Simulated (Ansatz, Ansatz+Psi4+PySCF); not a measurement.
```xyz
5

O    -1.0410   -0.4364    0.0000
C     0.0000    0.4239    0.0000
O     1.1694    0.1037    0.0000
H    -0.6496   -1.3351    0.0000
H    -0.3779    1.4530    0.0000
```

Basis set: cc-pVTZ (spherical functions). Correlated methods keep 3 orbitals frozen. Charge 0, multiplicity 1.

Computed with Ansatz (development build ahead of 0.2.0); each method stands on the lowest determinant of its kind that the runs found. Restricted open shells among the atoms or ions are ROHF, correlated in semicanonical orbitals with singles.

The atomization energy at this shape (free ground-state atoms in the same class of orbitals less the molecule, no zero-point energy) of singlet CH2O2:

```csv
method,atomization energy
RHF-MP2,21.84 eV
```

(1) What does RHF-CCSD(T) give?

Answers

(1) 21.05 eV.
